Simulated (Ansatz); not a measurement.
**One shape, several levels: C6H6 (SMILES C1=CC2C3C1C23)**

Aim: a comparison of 6 runs (HF/3-21G, HF/cc-pVDZ, CAM-B3LYP/cc-pVDZ, revPBE/cc-pVDZ, wB97M-V/cc-pVDZ, wB97X/cc-pVDZ) of C6H6. 

The calculation is run with Ansatz 0.2.0.

23 further runs of the same task are left out: 23 set aside as unsound or not needed.

**1. The structure to begin with**

The species is C6H6 (12 atoms), meant as a singlet with charge 0. As SMILES, `C1=CC2C3C1C23`. The C4–H10 distance was set to 1.404 Å, away from the relaxed value.

Bond lengths: C1–C2 1.331 Å, C2–C3 1.501 Å, C3–C4 1.516 Å, C1–C5 1.501 Å, C4–C5 1.516 Å, C3–C6 1.516 Å, C4–C6 1.439 Å, C5–C6 1.516 Å, C1–H7 1.080 Å, C2–H8 1.080 Å, C3–H9 1.083 Å, C5–H11 1.083 Å, C6–H12 1.080 Å. Some angles: C1–C2–C3 105.5°, C2–C1–C5 105.5°, C2–C3–C4 108.7°, C2–C3–C6 108.7°, C4–C3–C6 56.7°, C3–C4–C5 89.5°, C3–C4–C6 61.7°, C5–C4–C6 61.7°, C1–C5–C4 108.7°, C1–C5–C6 108.7°. A long bond or contact: C4–H10 1.404 Å.

**2. The energy at HF/3-21G (run 1)**

File job.yaml:

```yaml
basis:
  gaussian: {orbitals: 3-21G.json}
crystal:
  periodic: [false, false, false]
  atoms:
    - {symbol: C, position_ang: [-0.786946, -1.372564, -0.513435]}
    - {symbol: C, position_ang: [-0.344156, -1.449534, 0.739745]}
    - {symbol: C, position_ang: [0.133114, -0.068754, 1.082465]}
    - {symbol: C, position_ang: [0.625624, 0.604486, -0.183905]}
    - {symbol: C, position_ang: [-0.576716, 0.054636, -0.926595]}
    - {symbol: C, position_ang: [-0.687986, 0.938316, 0.300695]}
    - {symbol: H, position_ang: [-1.212236, -2.149954, -1.131125]}
    - {symbol: H, position_ang: [-0.318416, -2.305334, 1.398295]}
    - {symbol: H, position_ang: [0.555694, 0.200286, 2.042465]}
    - {symbol: H, position_ang: [1.761520, 1.350110, -0.539440]}
    - {symbol: H, position_ang: [-0.838296, 0.442596, -1.903125]}
    - {symbol: H, position_ang: [-1.194916, 1.862766, 0.536585]}
hamiltonian: {xc: hf}
accuracy: high
output: {orbitals: {seedname: orbitals}}
```

The basis set 3-21G is read from a file made from the Basis Set Exchange's data (not shown).

Command:

```bash
$ ansatz run job.yaml --threads 1 --pin off --max-ram 3480MiB --events-out events.jsonl --progress --plain --runs-dir runs
```

The program printed:

```text
Warning: RAYON_NUM_THREADS=1 ignored (pool sized by the plan → 1); use --threads N
Functional definition: HF
  name "HF"
  exchange = exact_x
  correlation = 0
1672 factors; integrals over basis functions are off by at most 3.2e-9 eV
mean field evaluation 1: about -6234.6400 eV, gradient 2.5e1 eV
mean field evaluation 2: about -6235.2855 eV, gradient 2.5e1 eV
mean field evaluation 4: about -6237.2937 eV, gradient 2.6e0 eV
mean field evaluation 8: about -6237.3159 eV, gradient 1.2e-1 eV
mean field evaluation 16: about -6237.3160 eV, gradient 1.6e-8 eV
mean field -6237.31595649 eV, -229.2171335963 hartree, gradient 1.6e-8 eV, S^2 0.000000; 0 other end points of the search recorded, 0 dependent functions left out
reference -6237.31595649 eV, -229.2171335963 hartree; 21, 21 occupied and 45, 45 virtual orbitals, 1672 factors
Total energy: -6237.31595649 eV, -229.2171335963 hartree
```

It took 1.6 s on 1 thread of Arm Neoverse V2, shared host; peak memory 0.16 GiB.

**3. A single-point energy at HF/cc-pVDZ (run 2)**

job.yaml: that of step 2 with these lines changed.

```diff
@@ -1,3 +1 @@
-basis:
-  gaussian: {orbitals: 3-21G.json}
 crystal:
@@ -17,4 +15,9 @@
     - {symbol: H, position_ang: [-1.194916, 1.862766, 0.536585]}
-hamiltonian: {xc: hf}
+basis:
+  gaussian:
+    orbitals: cc-pVDZ
+output:
+  orbitals: {seedname: orbitals}
 accuracy: high
-output: {orbitals: {seedname: orbitals}}
+hamiltonian:
+  xc: hf
```

Command:

```bash
$ ansatz run job.yaml --threads 1 --pin off --max-ram 3480MiB --events-out events.jsonl --progress --plain --runs-dir runs
```

The program printed:

```text
Warning: RAYON_NUM_THREADS=1 ignored (pool sized by the plan → 1); use --threads N
[... 4 set-up lines as earlier in the session ...]
2746 factors; integrals over basis functions are off by at most 3.4e-9 eV
mean field evaluation 1: about -6269.8223 eV, gradient 3.2e1 eV
mean field evaluation 2: about -6270.2001 eV, gradient 3.2e1 eV
mean field evaluation 4: about -6273.4037 eV, gradient 4.8e0 eV
mean field evaluation 8: about -6273.4775 eV, gradient 2.5e-1 eV
mean field evaluation 16: about -6273.4778 eV, gradient 7.8e-9 eV
mean field -6273.47781203 eV, -230.5460572761 hartree, gradient 7.7e-9 eV, S^2 0.000000; 0 other end points of the search recorded, 0 dependent functions left out
reference -6273.47781203 eV, -230.5460572761 hartree; 21, 21 occupied and 93, 93 virtual orbitals, 2746 factors
Total energy: -6273.47781203 eV, -230.5460572761 hartree
```

Run time: 5.7 s. Hardware: 1 thread of Arm Neoverse V2, shared host; peak memory 0.4 GiB.

Runs 3 to 5 aren't shown in full; the table further down has their settings and results.

**4. The energy at wB97X/cc-pVDZ (run 6)**

File molecule.yaml:

```yaml
crystal:
  periodic: [false, false, false]
  atoms:
    - symbol: C
      position_ang: [-0.786946, -1.372564, -0.513435]
    - symbol: C
      position_ang: [-0.344156, -1.449534, 0.739745]
    - symbol: C
      position_ang: [0.133114, -0.068754, 1.082465]
    - symbol: C
      position_ang: [0.625624, 0.604486, -0.183905]
    - symbol: C
      position_ang: [-0.576716, 0.054636, -0.926595]
    - symbol: C
      position_ang: [-0.687986, 0.938316, 0.300695]
    - symbol: H
      position_ang: [-1.212236, -2.149954, -1.131125]
    - symbol: H
      position_ang: [-0.318416, -2.305334, 1.398295]
    - symbol: H
      position_ang: [0.555694, 0.200286, 2.042465]
    - symbol: H
      position_ang: [1.761520, 1.350110, -0.539440]
    - symbol: H
      position_ang: [-0.838296, 0.442596, -1.903125]
    - symbol: H
      position_ang: [-1.194916, 1.862766, 0.536585]
basis:
  gaussian:
    orbitals: cc-pVDZ
hamiltonian:
  xc: {name: wB97X}
accuracy: high
output: {orbitals: {seedname: orbitals}}
```

Command:

```bash
$ ansatz run molecule.yaml --threads 1 --pin off --max-ram 3480MiB --events-out events.jsonl --progress --plain --runs-dir runs
```

The program printed:

```text
Warning: RAYON_NUM_THREADS=1 ignored (pool sized by the plan → 1); use --threads N
Functional definition: wB97X
  name "wB97X"
  parameter omega = 0.3/bohr
  parameter cx = 0.157706
  parameter cx1 = 0.726479
  parameter cx2 = 1.04760
  parameter cx3 = -5.70635
  parameter cx4 = 13.2794
  parameter css1 = -4.33879
  parameter css2 = 18.2308
  parameter css3 = -31.7430
  parameter css4 = 17.2901
  parameter cos1 = 2.37031
  parameter cos2 = -11.3995
  parameter cos3 = 6.58405
  parameter cos4 = -3.78132
  exchange = spin_sum(e_x_unif_sr(omega)*poly(b97_u_x, 1 - cx, cx1, cx2, cx3, cx4)) + cx*exact_x_sr(omega)
      + exact_x_lr(omega)
  correlation = spin_sum(e_c_pw_same_spin*poly(b97_u_same, 1, css1, css2, css3, css4))
      + integral(e_c_pw_opposite_spin*poly(b97_u_opposite, 1, cos1, cos2, cos3, cos4))
2746 factors; integrals over basis functions are off by at most 3.4e-9 eV
423 factors; integrals over basis functions are off by at most 2.3e-9 eV
mean field evaluation 1: about -6310.6907 eV, gradient 3.6e1 eV
mean field evaluation 2: about -6312.2083 eV, gradient 2.8e1 eV
mean field evaluation 4: about -6314.0944 eV, gradient 9.8e-1 eV
mean field evaluation 8: about -6314.3240 eV, gradient 2.5e-2 eV
mean field evaluation 16: about -6314.3240 eV, gradient 1.7e-5 eV
mean field -6314.32403673 eV, -232.0471283474 hartree, gradient 2.8e-8 eV, S^2 0.000000; 0 other end points of the search recorded, 0 dependent functions left out
reference -6314.32403359 eV, -232.0471282319 hartree; 21, 21 occupied and 93, 93 virtual orbitals, 2746 factors
Total energy: -6314.32403359 eV, -232.0471282319 hartree
```

Wall time 46 s (1 thread of Arm Neoverse V2, shared host); peak memory 0.72 GiB.

**5. All runs side by side**

| run | level | energy (Eh) | HOMO energy (eV) | LUMO energy (eV) | HOMO–LUMO gap (eV) | wall time |
| --- | --- | --- | --- | --- | --- | --- |
| 1 | HF/3-21G | -229.217134 | -8.61 | 4.78 | 13.39 | 1.6 s |
| 2 | HF/cc-pVDZ | -230.546057 | -8.57 | 4.45 | 13.02 | 5.7 s |
| 3 | CAM-B3LYP/cc-pVDZ | -231.957546 | -7.50 | 1.73 | 9.23 | 15 s |
| 4 | revPBE/cc-pVDZ | -232.049402 | -5.10 | -0.47 | 4.62 | 12 s |
| 5 | wB97M-V/cc-pVDZ | -232.002205 | -8.41 | 2.70 | 11.11 | 1.7 min |
| 6 | wB97X/cc-pVDZ | -232.047128 | -8.53 | 2.75 | 11.28 | 46 s |

**6. What came out**

```
            quantity          value
 run 6: total energy  -232.04713 Eh
  run 6: HOMO energy       -8.53 eV
  run 6: LUMO energy        2.75 eV
run 6: HOMO–LUMO gap       11.28 eV
```

**Reading.** The HOMO–LUMO gap runs from 4.62 eV (revPBE/cc-pVDZ) to 13.39 eV (HF/3-21G). The two ends differ in method and basis. Totals of different functionals can't be ranked against each other. All runs together took 3.1 min, the longest 1.7 min.
